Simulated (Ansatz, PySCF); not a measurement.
Caution: the restricted solution is unstable towards spin-unrestricted or complex orbitals, so a lower solution exists and this singlet may not be the ground state. This singlet lies within 0.05 eV of the relaxed triplet at the level frozen-core CCSD(T)/cc-pVTZ // B3LYP-D3(BJ)/def2-TZVP (Ansatz, an electronic-structure program).

B3LYP has the VWN-RPA correlation part, as in Gaussian. 

Cartesian coordinates (Å):
SMILES: C[C]C
```xyz
9

C     -1.2087    -0.1529    -0.0507
C     -0.0498     0.4311    -0.7322
C      1.2046     0.1907    -0.0131
H     -1.5622     0.7397     0.5018
H     -1.0215    -0.9363     0.7017
H     -2.0318    -0.4199    -0.7145
H      1.5563    -0.7063    -0.5595
H      1.9720     0.9465    -0.1838
H      1.1411    -0.0927     1.0502
```
Charge 0, multiplicity 1.

Problem. What HOMO, HOMO–LUMO gap, dipole moment, total energy and LUMO does B3LYP-D3(BJ)/def2-TZVP in PySCF give?

Solution. 
| Item | Result |
|---|---|
| HOMO | -5.59 eV |
| HOMO–LUMO gap | 3.67 eV |
| dipole moment | 0.423 e·Å |
| total energy | -117.8572 Ha |
| LUMO | -1.92 eV |
